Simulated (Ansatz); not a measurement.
**HF with CH₄: structure and interaction energy**

The task here is to estimate one member of a computed series from the others.

Method: PBE0-D4 structure, single points in def2-TZVPPD; program: Ansatz 0.2.0, Gaussian basis.

Levels: PBE-D4, revPBE-D4, BLYP-D4, r2SCAN-D4, B97M-V, PBE0-D4, B3LYP-D4, HSE06-D4, wB97X-V, wB97M-V, B2PLYP, Hartree-Fock, MP2, CCSD, CCSD(T). The reference is CCSD(T) extrapolated to the basis limit.

Correlated methods freeze the cores. B3LYP uses VWN-RPA correlation. B2PLYP carries no dispersion term here.

176 further runs of the same task are left out: 176 set aside as unsound or not needed.

## The starting structure

The pair, from a GFN2-xTB docking trial: 7 atoms, charge 0, spin multiplicity 1.

Atoms are counted from 1 here; the program's logs count them from 0.

Bond lengths: F1–H2 0.940 Å, C3–H4 1.086 Å, C3–H5 1.084 Å, C3–H6 1.084 Å, C3–H7 1.084 Å. Angles: H4–C3–H5 107.9°, H4–C3–H6 111.4°, H4–C3–H7 110.1°, H5–C3–H6 108.4°, H5–C3–H7 109.0°, H6–C3–H7 110.0°.

As a file:

```xyz
7
CH5F
F     0.08170   -0.14150   -2.41660
H     0.05820    0.13230   -1.51790
C    -0.03110    0.00270    0.77620
H     0.75100    0.56080    0.27060
H     0.31570   -0.22560    1.77740
H    -0.24310   -0.93070    0.26710
H    -0.93240    0.60210    0.84330
```

Atoms 1 to 2 are fragment A (HF), the rest fragment B (CH₄).

The first run:

pre/in.yaml reads:

```yaml
crystal:
  periodic: [false, false, false]
  atoms:
    - {symbol: F, position_ang: [0.081700, -0.141500, -2.416600]}
    - {symbol: H, position_ang: [0.058200, 0.132300, -1.517900]}
    - {symbol: C, position_ang: [-0.031100, 0.002700, 0.776200]}
    - {symbol: H, position_ang: [0.751000, 0.560800, 0.270600]}
    - {symbol: H, position_ang: [0.315700, -0.225600, 1.777400]}
    - {symbol: H, position_ang: [-0.243100, -0.930700, 0.267100]}
    - {symbol: H, position_ang: [-0.932400, 0.602100, 0.843300]}
basis:
  gaussian: {orbitals: def2-SVP}
hamiltonian: {xc: pbe, dispersion: d4}
relax: {f_tol: 0.03, max_steps: 250}
```

On the command line:

```console
$ ansatz run in.yaml --threads 2 --pin off --events-out ev --progress --plain --max-ram 5222MiB
```

Steps of the session up to this table: A first relaxation in a small basis; Relaxation at PBE0-D4; PBE-D4/def2-TZVPPD; r2SCAN-D4/def2-TZVPPD; PBE0-D4/def2-TZVPPD; B3LYP-D4/def2-TZVPPD; wB97X-V/def2-TZVPPD; wB97M-V/def2-TZVPPD; B2PLYP/def2-TZVPPD; BLYP-D4/def2-TZVPPD; revPBE-D4/def2-TZVPPD; B97M-V/def2-TZVPPD; HSE06-D4/def2-TZVPPD; CCSD(T)/def2-TZVPPD; MP2/def2-QZVPPD; Vibrations of the pair.

One table of the session follows, with a row left open; its other results are not shown here.

| method | interaction (meV) |
| --- | --- |
| PBE-D4 | ? |
| revPBE-D4 | -59 |
| BLYP-D4 | -57 |
| r2SCAN-D4 | -93 |
| B97M-V | -77 |
| PBE0-D4 | -82 |
| B3LYP-D4 | -66 |
| HSE06-D4 | -82 |
| wB97X-V | -74 |
| wB97M-V | -74 |
| B2PLYP | -52 |
| Hartree-Fock | -4 |
| MP2 | -60 |
| CCSD | -52 |
| CCSD(T) | -61 |
| CCSD(T)/CBS | -71 |

Estimate the missing values for PBE-D4.

The run gave: interaction (meV): -89. In the column «interaction (meV)» it lies between r2SCAN-D4 (-93) and PBE0-D4 (-82).
